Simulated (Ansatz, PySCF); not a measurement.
This PySCF input computes a r2SCAN/def2-TZVPD energy:

```python
from pyscf import gto, scf, dft

mol = gto.M(
    atom='''
    C    -0.00000000   -0.00000000   -1.08079300
    S     0.00000000    0.00000000    0.40529737
    ''',
    basis='def2-tzvpd',
    charge=1,
    spin=1,
    symmetry='C2v',
    verbose=4,
)

mf = dft.UKS(mol, xc='r2scan').density_fit(auxbasis='def2-universal-jkfit')
mf.grids.level = 4
mf.conv_tol = 1e-9
mf.max_cycle = 100
mf.max_memory = 1500
mf.kernel()
if not mf.converged:
    mf = mf.newton()
    mf.kernel(mf.make_rdm1())
mf.analyze()
```

Question: Write an input for the same energy in Ansatz (a quantum-chemistry and plane-wave program) and say what it gives.

Answer: 
Ansatz 0.2 input:
```yaml
crystal:
  periodic: [false, false, false]
  atoms:
    - {symbol: C, position_ang: [-0.00000000, -0.00000000, -1.08079300]}
    - {symbol: S, position_ang: [0.00000000, 0.00000000, 0.40529737]}
basis:
  gaussian:
    orbitals: def2-TZVPD
hamiltonian:
  xc: {name: r2SCAN}
total_charge: 1
magnetization: {spin_polarized: true, initial_magnetization: 1}
output: {forces: true}
```
It gives -435.77601 Eh, and PySCF -435.77604 Eh, a difference of 0.03 mEh, from the treatment of integrals and grids.
